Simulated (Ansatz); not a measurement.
BiTeI (P3m1, No. 156; structure not from a measured cell): band gap by level of theory

No measured value is used here.

```
level (code)            value (eV)  cell (Å³/atom)
-------------------  -------------  --------------
PBEsol (Ansatz)               1.15           37.34
PBEsol+SOC (Ansatz)           0.07           37.20
HSE06+SOC (Ansatz)   0.30 (direct)           37.20
```

Computed values are for a static lattice. Spin–orbit coupling is included only where a level's name says +SOC; with heavier elements it mostly lowers gaps and can invert bands.  PBEsol: the gap is read on the k mesh or supercell of the run alone and can be too large. PBEsol: the relaxation could not lower the start's symmetry, so the cell can be a saddle point above a distorted one. Values are at the PBE-D3(BJ) cell; PBEsol at the level's own equilibrium cell. Cutoffs and k meshes differ between the levels. Ansatz's density-functional and Hartree–Fock values are scalar-relativistic unless marked +SOC, with PAW data made under PBE.

Ansatz is a first-principles code.
